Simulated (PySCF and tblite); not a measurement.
Results of a calculation; reference values are marked as such.
C₆H₁₂, numbered as in [CH3:1][CH2:2][CH2:3][CH:4]1[CH2:5][CH2:6]1.

Free energies: PBE0-D3(BJ)/pcSseg-1 (IEF-PCM, chloroform) on GFN2-xTB structures plus GFN2-xTB thermal terms, symmetry and mirror images included. Conformers within 2.5 kcal/mol (GFN2-xTB free energy) were kept, 6 at most. (PySCF 2.14, tblite 0.8.)

Torsions listed: C1–C2–C3–C4, C2–C3–C4–C5. Of a mirror pair one member is shown.

```tsv
conformer	shape	symmetry	E(GFN2) kcal/mol
1	66°, -165°	C1 (pair)	0.24
2	175°, -50°	C1 (pair)	1.96
3	-179°, 84°	C1 (pair)	0.00
4	-68°, -149°	C1 (pair)	0.51
```

Which of these conformers is the most populated at 298.15 K, and with what share?

Conformer 3, about 56 %. The lead over the next is within the error of the method.

Give the DFT energies and free energies relative to the lowest, and all weights.


```csv
conformer,shape,E(DFT) kcal/mol,G(298.15 K) kcal/mol,weight %
1,"66°, -165°",0.45,0.70,17.2
2,"175°, -50°",1.64,1.80,2.7
3,"-179°, 84°",0.00,0.00,56.1
4,"-68°, -149°",0.37,0.50,24.0
```

How does its share change from 250 K to 350 K?

From 60 % to 53 %; the mixing entropy goes from 3.36 to 3.61 cal/(mol K).
